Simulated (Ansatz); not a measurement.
Two isomers of C4H4F2: A = `C=C(F)/C=C/F`, B = `FC1=CC(F)C1`.

Calculated with Ansatz (gas phase, PBE0-D4/def2-TZVP geometries, no zero-point term in ΔE). CCSD(T)/CBS is the MP2 limit (def2-TZVPP, def2-QZVPP) plus CCSD(T) − MP2 in def2-TZVPP, frozen cores. DFT in def2-TZVPP. One conformer a species, not always the lowest.

Q: Which isomer does CCSD(T)/CBS put lower? Give the gap. (An estimate is asked.)

A: Computed: A, by 7.2 kcal/mol.

Q: Give E(B) − E(A) in kcal/mol with CCSD/def2-TZVPP, PBE0-D4, BLYP-D4, ωB97M-V, PBE-D4, CCSD(T)/def2-SVP, r2SCAN-D4. (An estimate is asked.)

A: Ansatz gave: CCSD/def2-TZVPP 7.1, PBE0-D4 5.2, BLYP-D4 14.1, ωB97M-V 6.5, PBE-D4 7.6, CCSD(T)/def2-SVP 8.5, r2SCAN-D4 9.4. None reverses the order clearly.

Q: Does the order hold for the free energy at 298.15 K (harmonic terms from PBE0-D4)? (An estimate is asked.)

A: Computed: Yes: G(B) − G(A) = +8.8 kcal/mol, for one conformer each.

Largest T1 diagnostic: 0.012.

From PBE to PBE0 (25 % exact exchange), in def2-TZVPP and without D4, E(B) − E(A) moves by −2.5 kcal/mol. At CCSD(T), def2-SVP lies +1.4 kcal/mol from the extrapolated value and def2-TZVPP +0.3 kcal/mol.
